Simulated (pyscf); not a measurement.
**Routes from HN=SiH₂ + silane (SiH₄)**

Candidate steps break at most two bonds and form at most two. Each was searched with GFN2-xTB (tblite) first. Optimised with ωB97X-D3(BJ)/def2-SVP in PySCF. Energies: ωB97M-D3(BJ)/def2-TZVP, kcal/mol, from the separated reactants, singlet surface; ΔG‡ with ideal gas, 1 atm, RRHO with modes under 100 cm⁻¹ raised to 100, one conformer, R ln 2 for chiral ones without a mode under 150 cm⁻¹.

```tsv
products	type	ΔE‡	ΔE	ΔG‡ 298 K	ΔG‡ 900 K	ν‡ (cm⁻¹)
H₂N–SiH₂–SiH₃	addition across a multiple bond or ene-type step	33.1	-50.5	41.4	58.5	1645i
H₂Si=N–SiH₃ + H₂	four-centre exchange	35.7	-13.3	43.7	63.1	1383i
```

Plain bond fissions and candidates not yet searched are not listed, and one of them may be faster. Each barrier is that of the saddle found; lower ones may exist.
